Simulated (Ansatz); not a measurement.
The cluster Li2H (the lowest doublet isomer of a short search). Charge 0, multiplicity 2. Geometry PBE-D4/def2-TZVP, basis def2-TZVP, Ansatz.

```csv
atom,x (Å),y (Å),z (Å)
Li1,-1.222,0.505,0.280
Li2,1.051,-0.756,0.385
H3,0.171,0.251,-0.665
```

```csv
run,HOMO (eV),LUMO (eV)
A,-3.88,-0.63
B,-3.15,-1.36
C,-2.63,-1.65
D,-2.23,-1.93
E,-4.53,0.09
```

The structure comes from a short search, and lower isomers may exist.

HOMO and LUMO are taken over both spins.

The runs used B97M-V, CAM-B3LYP, PBE0, r2SCAN, ωB97X-V. Estimate which is which.

A CAM-B3LYP (range-separated); B PBE0 (25 % exact exchange); C r2SCAN (0 % exact exchange); D B97M-V (0 % exact exchange); E ωB97X-V (range-separated). Exact exchange lowers occupied and raises empty levels; among semilocal functionals meta-GGAs tend to open the gap a little, and such runs are hard to tell apart. The gap grows from 0.30 eV (B97M-V) to 4.62 eV (ωB97X-V).
